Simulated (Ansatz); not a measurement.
## [OH···H···NH], triplet: the ladder up to UCCSDT(Q)

Geometry: a point of a hydrogen-transfer path between rigid fragments, not a stationary point.

```json
{"atom": "O", "x (Å)": "-1.0602", "y (Å)": "0.0024", "z (Å)": "0.0000"}
{"atom": "H", "x (Å)": "-1.3095", "y (Å)": "0.9289", "z (Å)": "0.0000"}
{"atom": "H", "x (Å)": "-0.0632", "y (Å)": "0.0024", "z (Å)": "0.0000"}
{"atom": "N", "x (Å)": "1.2038", "y (Å)": "0.0024", "z (Å)": "0.0000"}
{"atom": "H", "x (Å)": "1.4729", "y (Å)": "-1.0019", "z (Å)": "0.0000"}
```

Basis cc-pVDZ; Ansatz 0.2.0. Only valence electrons are correlated (noble-gas cores frozen), which leaves 14 electrons in 41 orbitals. R marks a restricted (for open shells ROHF) determinant, U an unrestricted one. Active spaces: valence = (14e, 11o) chosen from the atoms' valence shells; pair = (4e, 4o) about the gap.

Full CI isn't at hand for all of this; UCCSDT(Q) serves as the reference, and is uncertain by about the last step of the cluster series. The frozen core follows each run's orbitals, which can shift R against U totals by a few meV.

For open shells CISD is restricted-active-space CI with the open shells as a complete middle space.

* UHF ⟨S²⟩: 2.021
* T1 diagnostic (RCCSD): 0.0258
* largest doubles amplitude (RCCSD): 0.044
* T1 diagnostic (UCCSD): 0.0173

Problem. From what is known of these methods and the diagnostics, rank them by the size of their error in total energy against UCCSDT(Q) in cc-pVDZ, smallest first (an estimate: the text doesn't fix the numbers).
A. RCCSD
B. RMP2
C. MRCISD+Q (pair space)
D. BCCD(T)
E. UCCSDT

Solution. E (1.9 kJ/mol), D (3.7 kJ/mol), C (11.6 kJ/mol), A (20.9 kJ/mol), B (94.5 kJ/mol).

All errors are against UCCSDT(Q) in cc-pVDZ. Within each family the higher level lies nearer, as is usual though not guaranteed.

Natural occupations of CASSCF (valence space) about the gap: 1.979 1.977 1.974 1.003 1.001 0.029 0.023 0.022; effectively unpaired electrons, Σ n²(2−n)², 2.01.
